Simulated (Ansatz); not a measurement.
One crystal and one scan (energy against volume) at two levels, PBE (plane waves to 420 eV, PAW, scalar-relativistic; Ansatz, a first-principles code) and r2SCAN (plane waves to 500 eV, PAW, scalar-relativistic; Ansatz), each from its own relaxed cell and on its own mesh. The cell shown is that of PBE.

SiC (zinc blende)

```yaml
crystal:
  lattice:
    - [0.00000, 2.18986, 2.18986]
    - [2.18986, 0.00000, 2.18986]
    - [2.18986, 2.18986, 0.00000]
  atoms:
    - { symbol: C, position: [0.75000, 0.75000, 0.75000] }
    - { symbol: Si, position: [0.00000, 0.00000, 0.00000] }
```

E(V) scan at fixed shape, V₀ the volume above. Symmetry pins the atoms to their sites.

The energy includes the smearing's −TS. SiC was relaxed with its symmetry unable to fall. The PAW data are Ansatz's earlier set. Both scans cover V/V₀ from 0.940 to 1.060.

ΔE (meV/atom), each from the relaxed starting cell of its own level:

| V/V₀ | PBE | r2SCAN |
|---|---|---|
| 0.940 | 27.8 | 29.2 |
| 0.952 | 17.4 | withheld |
| 0.964 | 9.6 | 10.1 |
| 0.976 | 4.2 | 4.4 |
| 0.988 | 1.0 | 1.1 |
| 1.000 | 0.0 | 0.0 |
| 1.012 | 1.0 | 1.0 |
| 1.024 | 3.9 | 4.1 |
| 1.036 | 8.5 | 9.0 |
| 1.048 | 14.9 | 15.7 |
| 1.060 | 22.8 | 24.0 |

Task: Estimate the r2SCAN value at 0.952 from the PBE value there and the ratio of the two levels in the two nearest given rows on that side of the minimum.

Result: At 0.940 and 0.964 the ratio r2SCAN/PBE averages 1.051, which gives 1.051 × 17.4 = 18.3 meV/atom. The calculation gives 18.3 meV/atom, +5.2 % against PBE.

(A scan under strain: stresses follow from slopes of the energy per volume, elastic moduli from its curvatures.)
